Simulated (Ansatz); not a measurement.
CS: measurement beside calculation (Ansatz, PBE0-D4/def2-TZVP geometry).

Z-matrix (Å, degrees):
```
C
S 1 1.529
```

Enthalpy of formation at 298 K: -5.5 kcal/mol (zero for an element's reference state; older measured values of the G2 set, as listed by Staroverov and co-workers, J. Chem. Phys. 119, 12129, 2003). With their computed zero-point and thermal terms and the atoms' enthalpies of Curtiss and co-workers (1997) it gives an electronic atomization energy of 473.6 kcal/mol.

```json
{"level": "LDA (SPW92)", "atomization (kcal/mol)": "202.5", "error": "-271.1", "error per bond": "-271.1"}
{"level": "PBE-D4", "atomization (kcal/mol)": "180.3", "error": "-293.3", "error per bond": "-293.3"}
{"level": "revPBE-D4", "atomization (kcal/mol)": "174.3", "error": "-299.2", "error per bond": "-299.2"}
{"level": "BLYP-D4", "atomization (kcal/mol)": "173.8", "error": "-299.8", "error per bond": "-299.8"}
{"level": "r2SCAN-D4", "atomization (kcal/mol)": "169.0", "error": "-304.6", "error per bond": "-304.6"}
{"level": "B97M-V", "atomization (kcal/mol)": "172.5", "error": "-301.1", "error per bond": "-301.1"}
{"level": "PBE0-D4", "atomization (kcal/mol)": "168.7", "error": "-304.9", "error per bond": "-304.9"}
{"level": "B3LYP-D4", "atomization (kcal/mol)": "167.4", "error": "-306.2", "error per bond": "-306.2"}
{"level": "r2SCANh-D4", "atomization (kcal/mol)": "165.1", "error": "-308.5", "error per bond": "-308.5"}
{"level": "r2SCAN0-D4", "atomization (kcal/mol)": "159.5", "error": "-314.0", "error per bond": "-314.0"}
{"level": "HSE06-D4", "atomization (kcal/mol)": "169.0", "error": "-304.6", "error per bond": "-304.6"}
{"level": "BHLYP-D4", "atomization (kcal/mol)": "153.1", "error": "-320.5", "error per bond": "-320.5"}
{"level": "CAM-B3LYP-D4", "atomization (kcal/mol)": "164.6", "error": "-309.0", "error per bond": "-309.0"}
{"level": "ωB97X-V", "atomization (kcal/mol)": "168.0", "error": "-305.6", "error per bond": "-305.6"}
{"level": "ωB97M-V", "atomization (kcal/mol)": "172.1", "error": "-301.5", "error per bond": "-301.5"}
{"level": "B2PLYP", "atomization (kcal/mol)": "168.7", "error": "-304.8", "error per bond": "-304.8"}
{"level": "PBE-QIDH", "atomization (kcal/mol)": "166.4", "error": "-307.2", "error per bond": "-307.2"}
{"level": "PBE", "atomization (kcal/mol)": "179.7", "error": "-293.9", "error per bond": "-293.9"}
{"level": "revPBE", "atomization (kcal/mol)": "172.6", "error": "-301.0", "error per bond": "-301.0"}
{"level": "BLYP", "atomization (kcal/mol)": "172.5", "error": "-301.1", "error per bond": "-301.1"}
{"level": "r2SCAN", "atomization (kcal/mol)": "168.9", "error": "-304.7", "error per bond": "-304.7"}
{"level": "PBE0", "atomization (kcal/mol)": "168.2", "error": "-305.4", "error per bond": "-305.4"}
{"level": "B3LYP", "atomization (kcal/mol)": "166.5", "error": "-307.1", "error per bond": "-307.1"}
{"level": "r2SCANh", "atomization (kcal/mol)": "165.0", "error": "-308.6", "error per bond": "-308.6"}
{"level": "r2SCAN0", "atomization (kcal/mol)": "159.4", "error": "-314.2", "error per bond": "-314.2"}
{"level": "HSE06", "atomization (kcal/mol)": "168.6", "error": "-305.0", "error per bond": "-305.0"}
{"level": "BHLYP", "atomization (kcal/mol)": "152.3", "error": "-321.3", "error per bond": "-321.3"}
{"level": "CAM-B3LYP", "atomization (kcal/mol)": "164.1", "error": "-309.5", "error per bond": "-309.5"}
{"level": "LC-ωPBE", "atomization (kcal/mol)": "160.9", "error": "-312.6", "error per bond": "-312.6"}
{"level": "RPA@PBE/def2-TZVPP", "atomization (kcal/mol)": "155.8", "error": "-317.8", "error per bond": "-317.8"}
{"level": "HF/def2-TZVPP", "atomization (kcal/mol)": "97.3", "error": "-376.3", "error per bond": "-376.3"}
{"level": "MP2/def2-TZVPP", "atomization (kcal/mol)": "172.5", "error": "-301.1", "error per bond": "-301.1"}
{"level": "SCS-MP2/def2-TZVPP", "atomization (kcal/mol)": "168.5", "error": "-305.1", "error per bond": "-305.1"}
{"level": "CCSD/def2-TZVPP", "atomization (kcal/mol)": "155.3", "error": "-318.3", "error per bond": "-318.3"}
{"level": "CCSD(T)/def2-TZVPP", "atomization (kcal/mol)": "164.4", "error": "-309.2", "error per bond": "-309.2"}
{"level": "HF/def2-QZVPP", "atomization (kcal/mol)": "97.3", "error": "-376.3", "error per bond": "-376.3"}
{"level": "MP2/def2-QZVPP", "atomization (kcal/mol)": "175.9", "error": "-297.7", "error per bond": "-297.7"}
{"level": "SCS-MP2/def2-QZVPP", "atomization (kcal/mol)": "172.4", "error": "-301.1", "error per bond": "-301.1"}
{"level": "CCSD/def2-QZVPP", "atomization (kcal/mol)": "158.2", "error": "-315.4", "error per bond": "-315.4"}
{"level": "CCSD(T)/def2-QZVPP", "atomization (kcal/mol)": "167.6", "error": "-306.0", "error per bond": "-306.0"}
{"level": "HF/CBS(def2)", "atomization (kcal/mol)": "97.3", "error": "-376.3", "error per bond": "-376.3"}
{"level": "MP2/CBS(def2)", "atomization (kcal/mol)": "178.5", "error": "-295.1", "error per bond": "-295.1"}
{"level": "CCSD/CBS(def2)", "atomization (kcal/mol)": "160.4", "error": "-313.2", "error per bond": "-313.2"}
{"level": "CCSD(T)/CBS(def2)", "atomization (kcal/mol)": "170.0", "error": "-303.6", "error per bond": "-303.6"}
```

Functionals use def2-TZVPP; B3LYP here is the variant with VWN-RPA as its local correlation; programs differ in this. The calculations leave out spin–orbit coupling, scalar relativity and, for the correlated methods, core correlation; together these are worth up to about 1 kcal/mol a heavy atom. HSE06 is defined as in plane-wave codes. CBS extrapolates def2-TZVPP and def2-QZVPP. T1 = 0.024. CCSD(T)/CBS misses by more than these terms explain, and whether the calculation, the thermal terms or a tabulated enthalpy is at fault wasn't checked.
